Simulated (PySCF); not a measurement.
From computed data to an observable: dipole moment from atomic charges

hydrogen fluoride (FH), SMILES F. Atoms are numbered in the order given.

```xyz
2

F      0.0000     0.0000    -0.0925
H      0.0000     0.0000     0.8329
```
Charge 0, spin multiplicity 1.

The structure is a stationary point at B3LYP-D3(BJ)/def2-TZVPD.

Charges (e) from CAM-B3LYP/def2-TZVPD in PySCF:

| atom | ESP fit | IAO |
|---|---|---|
| F1 | -0.428 | -0.472 |
| H2 | 0.428 | 0.472 |

The dipole moment of the full density is 1.84 D.

Problem. What dipole moment does each set of point charges give, and which comes closer to that of the density?

Solution. 
μ = Σ q r, and 1 e Å = 4.8032 D.
ESP fit: Σ q r = (0.000, 0.000, 0.396) e Å, |μ| = 1.90 D.
IAO: Σ q r = (0.000, 0.000, 0.437) e Å, |μ| = 2.10 D.
ESP fit comes closer in size. Point charges leave out the atoms' own dipoles (lone pairs, polarised bonds); fits to the potential absorb them, partitions of the density don't.
